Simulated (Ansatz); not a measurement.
# C₄H₉FO: up Jacob's ladder to CCSD(T)

The task here is to estimate one member of a computed series from the others.

The runs use Ansatz 0.2.0, Gaussian basis; functionals in def2-TZVPP, the program's frozen cores in correlated methods.

Levels to be run: LDA (SPW92), PBE-D4, revPBE-D4, BLYP-D4, r2SCAN-D4, B97M-V, PBE0-D4, B3LYP-D4, r2SCANh-D4, r2SCAN0-D4, HSE06-D4, BHLYP-D4, CAM-B3LYP-D4, LC-ωPBE, ωB97X-V, ωB97M-V, B2PLYP, PBE-QIDH; CCSD(T)/def2-SVP; CCSD(T)/def2-TZVPP; MP2/def2-QZVPP; extrapolation to the limit; RPA on PBE.

### The relaxed structure

The geometry comes from an earlier relaxation with PBE0-D4 in a triple-zeta def2 set; it is a stationary point, not always the lowest conformer.

SMILES `COCCCF`, 15 atoms, charge 0, spin multiplicity 1.

Atoms are counted from 1 here; the program's logs count them from 0.

Bond lengths: C1–O2 1.400 Å, C1–H7 1.099 Å, C1–H8 1.090 Å, C1–H9 1.099 Å, O2–C3 1.405 Å, C3–C4 1.511 Å, C3–H10 1.103 Å, C3–H11 1.100 Å, C4–C5 1.509 Å, C4–H12 1.094 Å, C4–H13 1.093 Å, C5–F6 1.385 Å, C5–H14 1.096 Å, C5–H15 1.092 Å. Angles: O2–C1–H7 111.5°, O2–C1–H8 107.7°, O2–C1–H9 111.5°, H7–C1–H8 108.9°, H7–C1–H9 108.3°, H8–C1–H9 108.9°, C1–O2–C3 112.5°, O2–C3–C4 109.1°, O2–C3–H10 109.9°, O2–C3–H11 110.2°, C4–C3–H10 110.5°, C4–C3–H11 110.0°, H10–C3–H11 107.0°, C3–C4–C5 112.2°, C3–C4–H12 108.9°, C3–C4–H13 109.6°, C5–C4–H12 109.1°, C5–C4–H13 109.4° and more.

The first run:

The input, in.yaml:

```yaml
crystal:
  periodic: [false, false, false]
  atoms:
    - {symbol: C, position_ang: [0.372771, -2.313702, 0.059768]}
    - {symbol: O, position_ang: [-0.296490, -1.084212, 0.066239]}
    - {symbol: C, position_ang: [0.436713, -0.070172, -0.571700]}
    - {symbol: C, position_ang: [-0.355379, 1.215527, -0.528302]}
    - {symbol: C, position_ang: [-0.603492, 1.683852, 0.884273]}
    - {symbol: F, position_ang: [-1.278424, 2.893590, 0.866652]}
    - {symbol: H, position_ang: [0.562889, -2.662837, -0.964911]}
    - {symbol: H, position_ang: [-0.262872, -3.038940, 0.567883]}
    - {symbol: H, position_ang: [1.335128, -2.252114, 0.587165]}
    - {symbol: H, position_ang: [1.411247, 0.060351, -0.072230]}
    - {symbol: H, position_ang: [0.644390, -0.349888, -1.615523]}
    - {symbol: H, position_ang: [0.195986, 1.989246, -1.070859]}
    - {symbol: H, position_ang: [-1.312446, 1.073100, -1.037693]}
    - {symbol: H, position_ang: [0.340079, 1.838507, 1.419310]}
    - {symbol: H, position_ang: [-1.211899, 0.966989, 1.439428]}
basis:
  gaussian: {orbitals: def2-TZVPP}
hamiltonian: {xc: lda}
output: {orbitals: {seedname: orbitals}}
```

The run is started by

```
$ ansatz run in.yaml --threads 8 --pin off --events-out ev --progress --plain --max-ram 18278MiB
```

Steps of the session up to this table: LDA; PBE-D4 (GGA); revPBE-D4 (GGA); BLYP-D4 (GGA); r2SCAN-D4 (meta-GGA); B97M-V (meta-GGA); B3LYP-D4 (hybrid); r2SCANh-D4 (hybrid); r2SCAN0-D4 (hybrid); HSE06-D4 (hybrid); BHLYP-D4 (hybrid); CAM-B3LYP-D4 (range-separated); LC-ωPBE (range-separated); ωB97X-V (range-separated); ωB97M-V (range-separated); B2PLYP (double hybrid); PBE-QIDH (double hybrid).

One table of the session follows, with a row left open; its other results are not shown here.

It belongs to the step «Frontier levels by functional». 

| functional | HOMO (eV) | LUMO (eV) | gap (eV) |
| --- | --- | --- | --- |
| LDA (SPW92) | -6.17 | 0.08 | 6.24 |
| PBE-D4 | -6.05 | 0.29 | 6.34 |
| revPBE-D4 | -6.00 | 0.39 | 6.39 |
| BLYP-D4 | -5.99 | 0.29 | 6.28 |
| r2SCAN-D4 | -6.38 | 0.95 | 7.33 |
| B97M-V | -6.57 | 0.44 | 7.00 |
| PBE0-D4 | -7.65 | 1.12 | 8.77 |
| B3LYP-D4 | -7.43 | 0.78 | 8.21 |
| r2SCANh-D4 | ? | ? | ? |
| r2SCAN0-D4 | -7.89 | 1.58 | 9.46 |
| HSE06-D4 | -7.24 | 0.75 | 7.99 |
| BHLYP-D4 | -9.24 | 1.73 | 10.97 |
| CAM-B3LYP-D4 | -9.13 | 1.89 | 11.02 |
| LC-ωPBE | -10.41 | 3.21 | 13.62 |
| ωB97X-V | -10.13 | 3.00 | 13.13 |
| ωB97M-V | -10.07 | 2.60 | 12.68 |

Q: Estimate the row for r2SCANh-D4 from the others.

Worked estimate for «HOMO (eV)». Against the share of exact exchange, r2SCAN-D4 (0, -6.38), r2SCAN0-D4 (0.25, -7.89) give a slope of -6.04 per unit share; at 0.1 the line stands at -6.98.

The run gave: HOMO (eV): -6.98; LUMO (eV): 1.21; gap (eV): 8.19. In «HOMO (eV)» the line misses by 0.00.
